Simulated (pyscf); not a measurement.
Structures and frequencies: ωB97X-D3(BJ)/def2-SVP in PySCF.

PBE/def2-TZVP puts the barrier of H₂C=CH₂ + HO–Si(OH)(OH)–OH + H₃C–OH → H₃C–CH₂–O–Si(OH)(OH)–OH + H₃C–OH (multi-bond step; singlet surface; H–O, H–O broken, C–H, C–O, H–O formed) at 22.5 kcal/mol and the reaction energy at -15.9 kcal/mol, from the separated reactants. What do PBE0-D3(BJ)/def2-TZVP, M06-2X/def2-TZVP, ωB97M-D3(BJ)/def2-TZVP give on the same structures?

PBE0-D3(BJ): ΔE‡ = 25.3 kcal/mol, ΔE = -20.3 kcal/mol; M06-2X: ΔE‡ = 32.2 kcal/mol, ΔE = -18.3 kcal/mol; ωB97M-D3(BJ): ΔE‡ = 31.9 kcal/mol, ΔE = -16.7 kcal/mol. PBE's barrier lies under all of them, by 2.7 to 9.6 kcal/mol. Its reaction energy lies over all of them, by 0.8 to 4.4 kcal/mol. Low barriers are usual for a GGA, whose delocalisation error favours stretched bonds. On the reactant side the descent ends in a bound adduct (not fully relaxed), 13.7 kcal/mol under the separated species and 45.1 kcal/mol under the saddle at ωB97X-D3(BJ)/def2-TZVP. On the product side the descent ends in a complex (not fully relaxed), 4.9 kcal/mol under the separated species and 56.3 kcal/mol under the saddle at ωB97X-D3(BJ)/def2-TZVP. One saddle was located; it need not be the lowest between these sides.
